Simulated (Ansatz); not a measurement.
# AlSiH (triplet): the correlation ladder at distance Al2–H3 = 4.390 Å, 6-31G

How much of the correlation energy of AlSiH (triplet) does each wave-function method recover here?

The runs use Ansatz 0.2.0, Gaussian basis; 6-31G, core rule «outside noble gas», up to 10 orbitals frozen.

Plan: UHF; CCSD(T) on ROHF; CCSD(T) on UHF; BCCD(T) on ROHF; CISD; CCSDT(Q) on ROHF; CCSDT(Q) on UHF; CISDTQ; CCSDTQ on ROHF; CCSDTQ on UHF; CASSCF and MRCISD+Q, 4 electrons in 4 orbitals; CASSCF and NEVPT2, 4 electrons in 4 orbitals; CASSCF and MRCISD+Q, 8 electrons in 9 orbitals; CASSCF and NEVPT2, 8 electrons in 9 orbitals; Full CI.

22 further runs of the same task are left out: 3 for a mislabelled method, 1 for a known fault of the program, 13 that didn't finish, 5 set aside as unsound or not needed.

## Step 1: The geometry

The geometry derives from a PBE0/def2-TZVP stationary point (not a proven minimum). One bond is set to the value named and the two fragments are kept rigid.

3 atoms, charge 0, spin multiplicity 3.

Atoms are counted from 1 here; the program's logs count them from 0.

Bond lengths: Si1–Al2 2.333 Å.

## Step 2: UHF

File in.yaml:

```yaml
crystal:
  periodic: [false, false, false]
  atoms:
    - {symbol: Si, position_ang: [0.000000, 0.000000, -3.018978]}
    - {symbol: Al, position_ang: [0.000000, 0.000000, -0.685511]}
    - {symbol: H, position_ang: [0.000000, 0.000000, 3.704489]}
basis:
  gaussian: {orbitals: 6-31G}
magnetization: {spin_polarized: true, initial_magnetization: 2}
hamiltonian: {xc: hf}
output: {orbitals: {seedname: orbitals}}
```

On the command line:

```console
$ ansatz run in.yaml --threads 1 --pin off --events-out ev --progress --plain --max-ram 2393MiB
```

After this run come: CCSD(T) on ROHF; CCSD(T) on UHF; BCCD(T) on ROHF; CISD; CCSDT(Q) on ROHF; CCSDT(Q) on UHF; CISDTQ; CCSDTQ on ROHF; CCSDTQ on UHF; CASSCF and MRCISD+Q, 4 electrons in 4 orbitals; CASSCF and NEVPT2, 4 electrons in 4 orbitals; CASSCF and MRCISD+Q, 8 electrons in 9 orbitals; CASSCF and NEVPT2, 8 electrons in 9 orbitals; Full CI.

Before running them: what should the planned runs give, taken together? Wanted: FCI below the RHF energy; RMP2 from FCI; UMP2 from FCI; RCCSD from FCI; RCCSD(T) from FCI; UCCSD(T) from FCI; RCCSDT(Q) from FCI; UCCSDT(Q) from FCI; NEVPT2 pair from FCI.

As calculated:

| quantity | value |
| --- | --- |
| FCI below the RHF energy | -3.5899 eV |
| RMP2 from FCI | +239.8 kJ/mol |
| UMP2 from FCI | +71.1 kJ/mol |
| RCCSD from FCI | +10.9 kJ/mol |
| RCCSD(T) from FCI | -8.0 kJ/mol |
| UCCSD(T) from FCI | +3.0 kJ/mol |
| RCCSDT(Q) from FCI | -0.5 kJ/mol |
| UCCSDT(Q) from FCI | +0.3 kJ/mol |
| NEVPT2 pair from FCI | +69.7 kJ/mol |
| MRCISD+Q pair from FCI | -5.8 kJ/mol |
| NEVPT2 valence from FCI | +19.3 kJ/mol |
| levels within 1 kcal/mol (43 meV) | UCCSD(T), BCCD(T), RCCSDT, UCCSDT, CISDTQ, RCCSDT(Q), UCCSDT(Q), UCCSDTQ, MRCISD valence, MRCISD+Q valence |
| T1 diagnostic | 0.365 |
| effectively unpaired electrons | 4.06 |

RCCSD(T) misses by -8.0 kJ/mol, 2.3 % of the correlation energy. CCSD(T) misses by -8.0 kJ/mol on the restricted determinant and by +3.0 kJ/mol on the unrestricted one; the two need not hold the same state or core. RCCSD(T), RCCSDT(Q), MRCISD+Q pair fall below full CI, which methods that aren't variational can do. With 4.1 effectively unpaired electrons against 2 the state is strongly multireference. Coupled cluster on one determinant still stays close here. Of the multireference levels listed MRCISD+Q valence comes nearest in total energy (0.0 kJ/mol), which doesn't show that its space is the better one. Coupled cluster took another determinant than the lowest Hartree-Fock one. These misses are within one basis, not against nature; the frozen cores of restricted and unrestricted runs differ, which can shift their rows.
